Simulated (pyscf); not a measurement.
# Insertion: `[F][C][F]` [singlet] + `[H][H]` → `[F][CH2][F]`

Gas phase, singlet surface, charge 0. Bonds broken: H4–H5. Bonds formed: C2–H4, C2–H5. Structures and frequencies: ωB97X-D3(BJ)/def2-SVP in PySCF.

Transition state (Å):

```xyz
5

F     -0.5236     0.5855     0.6203
C      0.3957     0.7267    -0.3176
F      1.5488     0.2792     0.1457
H      0.0897     0.3646    -1.4201
H     -0.0013    -0.5920    -1.1973
```

One imaginary mode, 1456i cm⁻¹; descent along it reached the two sides named.

| bond | change | reactant side (Å) | saddle | product side |
|---|---|---|---|---|
| H4–H5 | breaks | 0.759 | 0.986 | 1.832 |
| C2–H4 | forms | 3.4 | 1.200 | 1.104 |
| C2–H5 | forms | 4.1 | 1.634 | 1.105 |

Electronic energies relative to the separated reactants (kJ/mol):

| level | barrier | reaction energy | reverse barrier |
|---|---|---|---|
| ωB97X-D3(BJ)/def2-TZVP | 134.4 | -290.6 | 425.1 |
| PBE/def2-TZVP | 91.4 | -289.5 | 380.9 |
| r²SCAN/def2-TZVP | 100.1 | -295.9 | 396.0 |
| B3LYP-D3(BJ)/def2-TZVP | 117.4 | -289.3 | 406.7 |
| PBE0-D3(BJ)/def2-TZVP | 101.9 | -308.3 | 410.2 |
| M06-2X/def2-TZVP | 134.3 | -294.3 | 428.5 |
| ωB97M-D3(BJ)/def2-TZVP | 132.8 | -280.6 | 413.4 |
| HF/def2-TZVP | 195.4 | -280.6 | 476.0 |

With ωB97M-D3(BJ)/def2-TZVP energies and thermal terms (ideal gas, 1 atm, RRHO with modes under 100 cm⁻¹ raised to 100, one conformer, R ln 2 for chiral ones without a mode under 150 cm⁻¹), in kJ/mol:

```
T (K)    ΔH‡    ΔG‡      ΔH      ΔG
-----  -----  -----  ------  ------
298    140.7  175.7  -247.2  -210.0
600    136.3  213.2  -253.0  -169.8
900    134.8  252.0  -255.2  -127.6
1200   134.9  291.1  -255.2   -85.0
```

One saddle was located; it need not be the lowest between these sides.
